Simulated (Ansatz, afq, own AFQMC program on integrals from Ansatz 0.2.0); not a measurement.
## Where AFQMC and coupled cluster stand for BH₄, doublet

| atom | x (Å) | y (Å) | z (Å) |
| --- | --- | --- | --- |
| B | -0.1811 | 0.0000 | 0.0000 |
| H | -0.7779 | 1.0336 | 0.0000 |
| H | -0.7779 | -1.0336 | 0.0000 |
| H | 1.2309 | 0.0000 | 0.0000 |
| H | 2.2679 | 0.0000 | 0.0000 |

Basis cc-pVTZ. Only valence electrons are correlated. AFQMC by an in-house program on the Cholesky factors that Ansatz 0.2.0 writes for its CCSD(T) run. ph-AFQMC/CISD is guided by a CISD state made of CCSD amplitudes; releasing the constraint for a short imaginary time cuts its bias at the price of noise, slowly where states lie close. Error bars are statistical, one sigma.

Determinant: UHF, the one that the program's search chose, which needn't be the lowest solution. The geometry is a point of a scan.

No full CI on the walks' own integrals is used here; CCSDT(Q) serves as the reference and is uncertain by about the last step of the cluster series.

The T1 diagnostic is 0.0142 and the weight of the determinant in the CISD state is 0.927. The ⟨S²⟩ of the determinant is 0.779. The size of the correlated space is 7 electrons in 85 orbitals.

Reference: CCSDT(Q), correlation energy -4.150 eV. The released energy is read at 2.40 1/Eh (meV from the phaseless value at times in 1/Eh: 1.0 ± 1.5 at 0.24, -1.5 ± 1.8 at 0.51, -1.2 ± 1.5 at 0.99, 0.5 ± 1.2 at 1.62, -0.9 ± 1.8 at 2.40).

```
         level  E − E(reference) (meV)  share of correlation (%)
            HF                  4150.4                      0.00
           MP2                   830.7                     79.99
          CCSD                   107.0                     97.42
       CCSD(T)                    18.8                     99.55
         CCSDT                     2.0                     99.95
 ph-AFQMC/CISD              -0.4 ± 2.1                    100.01
released AFQMC              -1.3 ± 1.8                    100.03
```

A walk keeps the symmetry of its determinant, which the program's search chose and which needn't be the lowest solution, so a lower state of the same spin and another symmetry isn't excluded. Released energies are given only where the last usable release times agree within the noise; a slower fall can still hide under it.
